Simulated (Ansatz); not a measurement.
Reaction (atomization): `C=CCSC=C` → 5 C• + 8 H• + S•

Gas-phase electronic energies from Ansatz, PBE0-D4/def2-TZVP geometries. CCSD(T)/CBS adds triple-zeta CCSD(T) − MP2 to the extrapolated MP2 energy (def2 sets, frozen cores). This one scheme is used for every species, atoms too. Functionals use def2-TZVPP. No spin–orbit coupling; open shells (•) take unrestricted orbitals. Spin–orbit coupling would lower the free atoms: a little for C, S. Each species was taken in one conformer, which may not be the lowest.

`C=CCSC=C`:

Z-matrix (Å, degrees):
```
C
C 1 1.486
S 1 1.818 2 112.6
H 1 1.093 2 111.1 3 -115.6
H 1 1.092 2 111.7 3 123.8
C 2 1.326 1 124.0 3 -117.1
H 2 1.087 1 115.9 3 61.1
C 3 1.743 1 100.7 2 63.2
H 6 1.084 2 121.5 1 179.4
H 6 1.086 2 121.4 1 -1.2
C 8 1.328 3 123.9 1 158.0
H 8 1.087 3 114.8 1 -25.5
H 11 1.084 8 122.2 3 -3.5
H 11 1.083 8 120.3 3 175.6
```

```json
{"level": "PBE-D4", "ΔE (kcal/mol)": "1399.4", "difference from CCSD(T)/CBS": "40.3"}
{"level": "ωB97X-V", "ΔE (kcal/mol)": "1361.0", "difference from CCSD(T)/CBS": "1.9"}
{"level": "B2PLYP", "ΔE (kcal/mol)": "1348.0", "difference from CCSD(T)/CBS": "-11.1"}
{"level": "PBE", "ΔE (kcal/mol)": "1391.9", "difference from CCSD(T)/CBS": "32.8"}
{"level": "PBE0", "ΔE (kcal/mol)": "1368.9", "difference from CCSD(T)/CBS": "9.8"}
{"level": "MP2/def2-TZVPP", "ΔE (kcal/mol)": "1348.1", "difference from CCSD(T)/CBS": "-11.0"}
{"level": "SCS-MP2/def2-TZVPP", "ΔE (kcal/mol)": "1339.4", "difference from CCSD(T)/CBS": "-19.7"}
{"level": "CCSD/def2-TZVPP", "ΔE (kcal/mol)": "1304.3", "difference from CCSD(T)/CBS": "-54.8"}
{"level": "SCS-MP2/def2-QZVPP", "ΔE (kcal/mol)": "1360.7", "difference from CCSD(T)/CBS": "1.6"}
{"level": "HF/CBS(def2)", "ΔE (kcal/mol)": "1004.8", "difference from CCSD(T)/CBS": "-354.3"}
{"level": "CCSD(T)/CBS", "ΔE (kcal/mol)": "1359.1", "difference from CCSD(T)/CBS": "0"}
```

Largest T1 diagnostic among the species: 0.012.

The D4 term adds +12.1 kcal/mol with B3LYP and +6.4 kcal/mol with PBE0; it sums over pairs of atoms, weighted by their polarisabilities, and B3LYP, whose exchange is more repulsive, gets the larger term. In def2-TZVPP, CCSD(T) changes the Hartree–Fock value by +323.1 kcal/mol (the triples alone add +22.2 kcal/mol) and MP2 by +344.7 kcal/mol; breaking electron pairs costs correlation energy, which Hartree–Fock lacks.

B3LYP here is the variant with VWN-RPA as its local correlation; programs differ in this.

For atomizations the MP2-based limit and the directly extrapolated one differ by several kJ/mol either way, and by 10 to 25 for some Ge, Se and Sn compounds, so smaller differences from it don't rank the levels.
